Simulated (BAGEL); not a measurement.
**B3LYP/6-31G(d) (density fitting with qzvpp-jkfit, spherical functions) run of C3HOP (SMILES C#CP=C=O)**

What is the energy change on altering one bond length of C3HOP at B3LYP/6-31G* (density fitting with qzvpp-jkfit, spherical functions)? 

Program for the calculation: BAGEL 1.2.2.

21 further runs of the same task are left out: 21 set aside as unsound or not needed.

### 1 Starting point

C3HOP: 6 atoms, total charge 0, spin state singlet. As SMILES, `C#CP=C=O`. The shape is that of a GFN2-xTB optimisation.

Bond lengths: C1–C2 1.203 Å, C2–P3 1.766 Å, P3–C4 1.651 Å, C4–O5 1.160 Å, C1–H6 1.050 Å. Angles: C1–C2–P3 173.9°, C2–P3–C4 86.9°, P3–C4–O5 179.8°, C2–C1–H6 178.4°.

### 2 The energy at B3LYP/6-31G(d) (density fitting with qzvpp-jkfit, spherical functions)

Input file input.json:

```json
{ "bagel": [

{
  "title": "molecule",
  "basis": "6-31gs.json",
  "df_basis": "qzvpp-jkfit",
  "angstrom": "true",
  "geometry": [
    { "atom": "C", "xyz": [    1.431860,    0.801030,    0.347270 ] },
    { "atom": "C", "xyz": [    0.298480,    0.434740,    0.515240 ] },
    { "atom": "P", "xyz": [   -1.363710,   -0.002260,    0.921630 ] },
    { "atom": "C", "xyz": [   -1.385090,   -0.865230,   -0.485860 ] },
    { "atom": "O", "xyz": [   -1.404480,   -1.472270,   -1.473890 ] },
    { "atom": "H", "xyz": [    2.422940,    1.103990,    0.175620 ] }
  ]
},
{
  "title": "ks",
  "xc_func": "b3lyp"
},
{
  "title": "print",
  "file": "orbitals.molden",
  "orbitals": "true"
}

]}
```

The basis set 6-31G* is read from a file made from the Basis Set Exchange's data (not shown).

On the command line:

```sh
$ BAGEL_NUM_THREADS=1 BAGEL input.json > input.out
```

The program printed:

```text
* using 1 threads per process

  ===============================================================
  ===============================================================

  *** Geometry ***

  { "atom" : "C", "xyz" : [      2.705823,      1.513727,      0.656245 ] },
  { "atom" : "C", "xyz" : [      0.564045,      0.821540,      0.973662 ] },
  { "atom" : "P", "xyz" : [     -2.577038,     -0.004271,      1.741628 ] },
  { "atom" : "C", "xyz" : [     -2.617441,     -1.635048,     -0.918142 ] },
  { "atom" : "O", "xyz" : [     -2.654083,     -2.782187,     -2.785248 ] },
  { "atom" : "H", "xyz" : [      4.578693,      2.086239,      0.331874 ] },

  Number of auxiliary basis functions:      448

  Since a DF basis is specified, we compute 2- and 3-index integrals:
    o Being stored without compression. Storage requirement is 0.021 GB

  Number of basis functions:       76
  Number of electrons      :       42

    * METHOD: MOLECULE                             0.39

  *** Kohn-Sham DFT ***

    * Removing 10079 points whose weight is below 1.00e-10
    * Grid points: 79357

  === Nuclear Repulsion ===
   168.0429462861

       - DIIS with orbital gradients will be used.

  === KS iteration (b3lyp / 6-31gs.json) ===
      0       -492.68427219          0.13561398           0.37
      1       -440.41603427          0.18166499           0.48
      2       -419.46669414          0.19190703           0.33
      3       -489.61066813          0.20046258           0.33
      4       -519.57766575          0.10682186           0.34
      5       -530.75533264          0.03845917           0.35
      6       -530.38946014          0.05343528           0.46
      7       -531.04442041          0.02350944           0.56
      8       -531.36960496          0.00496971           0.42
      9       -531.36662032          0.00561613           0.35
     10       -531.37815051          0.00132691           0.39
     11       -531.37910917          0.00015444           0.50
     12       -531.37912106          0.00007107           0.35
     13       -531.37912303          0.00002838           0.33
     14       -531.37912328          0.00001035           0.33
     15       -531.37912331          0.00000587           0.34
     16       -531.37912333          0.00000131           0.34
     17       -531.37912333          0.00000025           0.34
     18       -531.37912333          0.00000028           0.34
     19       -531.37912333          0.00000013           0.34
     20       -531.37912333          0.00000008           0.34
     21       -531.37912333          0.00000001           0.34
     22       -531.37912333          0.00000002           0.35
     23       -531.37912333          0.00000000           0.34
    * SCF iteration converged.

    * Permanent dipole moment:
           (   -0.175770,    -0.106171,    -0.056126) a.u.

    * METHOD: KS                                   9.54

    * METHOD: PRINT                                0.01

  ===============================================================
```

Run time: 11 s. Hardware: 1 thread of Intel Xeon Platinum 8259CL at 2.50GHz (Skylake/Cascade Lake), shared host; peak memory 0.31 GiB.

### 3 The distorted shape at the same level

Input file input.json:

```json
{ "bagel" : [

{
  "title" : "molecule",
  "basis" : "6-31gs.json",
  "df_basis" : "qzvpp-jkfit",
  "angstrom" : true,
  "geometry" : [
    { "atom" : "C", "xyz" : [       1.437677,       0.983138,       0.643673 ] },
    { "atom" : "C", "xyz" : [       0.304297,       0.616848,       0.811643 ] },
    { "atom" : "P", "xyz" : [      -1.357893,       0.179848,       1.218033 ] },
    { "atom" : "C", "xyz" : [      -1.379273,      -0.683122,      -0.189457 ] },
    { "atom" : "O", "xyz" : [      -1.404480,      -1.472270,      -1.473890 ] },
    { "atom" : "H", "xyz" : [       2.428757,       1.286098,       0.472023 ] }
  ]
},

{
  "title" : "ks",
  "xc_func" : "b3lyp"
},

{
  "title" : "print",
  "file" : "orbitals.molden",
  "orbitals" : true
}

]}
```

The basis set 6-31G* is read from a file made from the Basis Set Exchange's data (not shown).

On the command line:

```sh
$ BAGEL_NUM_THREADS=1 BAGEL input.json > input.out
```

The program printed:

```text
* using 1 threads per process

  ===============================================================
  ===============================================================

  *** Geometry ***

  { "atom" : "C", "xyz" : [      2.716816,      1.857862,      1.216366 ] },
  { "atom" : "C", "xyz" : [      0.575038,      1.165674,      1.533783 ] },
  { "atom" : "P", "xyz" : [     -2.566046,      0.339863,      2.301749 ] },
  { "atom" : "C", "xyz" : [     -2.606448,     -1.290913,     -0.358022 ] },
  { "atom" : "O", "xyz" : [     -2.654083,     -2.782187,     -2.785248 ] },
  { "atom" : "H", "xyz" : [      4.589686,      2.430373,      0.891994 ] },

  Number of auxiliary basis functions:      448

  Since a DF basis is specified, we compute 2- and 3-index integrals:
    o Being stored without compression. Storage requirement is 0.021 GB

  Number of basis functions:       76
  Number of electrons      :       42

    * METHOD: MOLECULE                             0.30

  *** Kohn-Sham DFT ***

    * Removing 9704 points whose weight is below 1.00e-10
    * Grid points: 79732

  === Nuclear Repulsion ===
   159.4496601687

       - DIIS with orbital gradients will be used.

  === KS iteration (b3lyp / 6-31gs.json) ===
      0       -496.86588308          0.15379542           0.34
      1       -490.66549872          0.16010659           0.40
      2       -483.66676168          0.19746213           0.34
      3       -521.08122224          0.10498531           0.35
      4       -529.07333462          0.06532766           0.36
      5       -530.20276269          0.04849063           0.35
      6       -530.64780834          0.03719042           0.34
      7       -530.97212748          0.02664859           0.34
      8       -531.12828498          0.01611058           0.36
      9       -531.23328211          0.00824261           0.34
     10       -531.26410438          0.00294421           0.42
     11       -531.26746856          0.00048117           0.34
     12       -531.26757524          0.00017261           0.34
     13       -531.26758450          0.00006884           0.34
     14       -531.26758501          0.00006695           0.34
     15       -531.26758596          0.00003854           0.40
     16       -531.26758667          0.00000663           0.37
     17       -531.26758669          0.00000263           0.38
     18       -531.26758669          0.00000134           0.45
     19       -531.26758669          0.00000080           0.34
     20       -531.26758669          0.00000014           0.34
     21       -531.26758669          0.00000007           0.35
     22       -531.26758669          0.00000014           0.34
     23       -531.26758669          0.00000001           0.34
    * SCF iteration converged.

    * Permanent dipole moment:
           (   -0.429197,    -0.664885,    -0.805009) a.u.

    * METHOD: KS                                   9.15

    * METHOD: PRINT                                0.01

  ===============================================================
```

It took 9.9 s on 1 thread of Intel Xeon Platinum 8259CL at 2.50GHz (Skylake/Cascade Lake), shared host; peak memory 0.31 GiB.

### 4 Results

Level: B3LYP/6-31G* (density fitting with qzvpp-jkfit, spherical functions).

```
                                                         quantity          value
                                        first shape: total energy  -531.37912 Eh
                                       first shape: dipole moment         0.54 D
                                         first shape: HOMO energy       -6.30 eV
                                         first shape: LUMO energy       -1.95 eV
                                       first shape: HOMO–LUMO gap        4.35 eV
                                    distorted shape: total energy  -531.26759 Eh
                                   distorted shape: dipole moment         2.87 D
                                     distorted shape: HOMO energy       -6.92 eV
                                     distorted shape: LUMO energy       -3.35 eV
                                   distorted shape: HOMO–LUMO gap        3.57 eV
energy change with the C4–O5 bond stretched from 1.160 to 1.508 Å       3.035 eV
```

**Reading.** With the C4–O5 bond stretched from 1.160 to 1.508 Å the energy rises by 3.04 eV (293 kJ/mol). The first shape isn't relaxed at this level, so the change isn't measured from a minimum.
